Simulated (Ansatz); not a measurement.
Results of LDA (PAW; Ansatz, an electronic-structure program) for 2H MoS2.

The run printed, among other lines:

```
Relaxation: its limit of steps is 80 (relax.max_steps)
Crystal: 6 atoms, lattice volume = 106.035 Å³
Basis set: ecut = 520 eV, 2835 PW (Γ), exchange–correlation on 48×48×192 points (8 copies of the dense FFT grid, shifted against one another)
Bands: 32, of which v1, the nominal top of the filled ones, is band 26 counted from 1 (25 counted from 0)
Symmetry: 24 space group operations
Space group: P63/mmc (ITA 194), of the structure as read, at distance tolerance 4.7e-5 Å
k-points: 57 of 576
Functional: x = slater, c = lda
SCF iter   1: F=—  HF=-13169.700194 eV  |F-HF|=—  |Δ(HF+E_count)|=         —  Δρ=7.54e-3  dr2=2.84e-2
SCF iter   2: F=—  HF=-13169.701351 eV  |F-HF|=—  |Δ(HF+E_count)|=   1.16e-3  Δρ=4.18e-3  dr2=6.58e-3
  ...
SCF 1 converged in 7 iterations: F = -13169.701818 eV  dr2 = 8.15e-9
Crystal: 6 atoms, lattice volume = 106.035 Å³
Basis set: ecut = 520 eV, 2825 PW (Γ), exchange–correlation on 48×48×192 points (8 copies of the dense FFT grid, shifted against one another)
Initial density: handed on by an earlier stage of this run
  ...
Crystal: 6 atoms, lattice volume = 106.035 Å³
Basis set: ecut = 520 eV, 2837 PW (Γ), exchange–correlation on 48×48×192 points (8 copies of the dense FFT grid, shifted against one another)
SCF 3 converged in 5 iterations: F = -13169.763735 eV  dr2 = 2.22e-7
Crystal: 6 atoms, lattice volume = 106.035 Å³
SCF 4 converged in 4 iterations: F = -13169.763824 eV  dr2 = 7.40e-8
Crystal: 6 atoms, lattice volume = 106.035 Å³
SCF 5 converged in 4 iterations: F = -13169.763857 eV  dr2 = 1.73e-8
Crystal: 6 atoms, lattice volume = 106.035 Å³
SCF iter   5: F=—  HF=-13169.763859 eV  |F-HF|=—  |Δ(HF+E_count)|=  1.27e-10  Δρ=3.45e-7  dr2=4.36e-11
SCF iter   6: F=-13169.763859 eV  HF=-13169.763859 eV  |F-HF|=3.64e-12  |Δ(HF+E_count)|=  6.91e-11  Δρ=6.25e-8  dr2=2.45e-12
SCF 6 converged in 6 iterations: F = -13169.763859 eV  dr2 = 2.45e-12
SCF converged after 6 iterations
Free energy (F): -13169.763859 eV
Internal energy: -13169.763859 eV  (E = F + TS)
E sigma→0 (E₀):  -13169.763859 eV
Fermi energy:    11.212585 eV
--- Forces (eV/Å), atoms counted from 1 ---
  atom   1  Mo     0.00000000    -0.00000000     0.00000000
  atom   2  Mo    -0.00000000     0.00000000     0.00000000
  atom   3  S     -0.00000000     0.00000000    -0.00010211
  atom   4  S      0.00000000    -0.00000000    -0.00010211
  atom   5  S      0.00000000    -0.00000000     0.00010211
  atom   6  S      0.00000000     0.00000000     0.00010211
--- Stress (GPa, compression-positive) ---
       -1.217654       0.000000       0.000000
        0.000000      -1.217654       0.000000
        0.000000       0.000000      -1.213192
  P = ⅓ Tr σ = -1.2162 GPa (-12.162 kbar)
```

### Question
Write an input file that could have produced this run (the log leaves some choices open).

### Answer
Several could match; the one computed here: 
Ansatz 0.2 input:
```yaml
crystal:
  lattice:
    - [1.5816361563, -2.7394741817, 0.0]
    - [1.5816361563, 2.7394741817, 0.0]
    - [0.0, 0.0, 12.2361363231]
  atoms:
    - { symbol: Mo, position: [0.3333333333, 0.6666666667, 0.25] }
    - { symbol: Mo, position: [0.6666666667, 0.3333333333, 0.75] }
    - { symbol: S, position: [0.3333333333, 0.6666666667, 0.8786861868] }
    - { symbol: S, position: [0.6666666667, 0.3333333333, 0.3786861868] }
    - { symbol: S, position: [0.6666666667, 0.3333333333, 0.1213138132] }
    - { symbol: S, position: [0.3333333333, 0.6666666667, 0.6213138132] }
basis:
  ecutwfc: 520
  ecutrho_ratio: 4
  xc_grid: 2
kpoints:
  mp_grid: { grid: [12, 12, 4] }
hamiltonian:
  xc: lda
  dispersion: none
  pseudopotentials: { kind: paw }
scf:
  occupations: { method: fermi_dirac, width: 0.01 }
output:
  forces: true
  stress: true
  eigenvalues: true
relax:
  f_tol: 0.004
  escape_saddle: false
  max_steps: 80
  cell: { stress_tol: 0.02, fix: [volume] }
```

The cell is one volume of an energy–volume scan, off the minimum.

The PAW data were made under PBE.

Note: LDA has no dispersion term either, though it tends to give short spacings of layers, chains or molecules. Note: the cell has widely spaced layers and the level no dispersion term, so their spacing and the moduli can rest on weak binding.

Cost on a shared machine: very roughly 100 core-seconds.
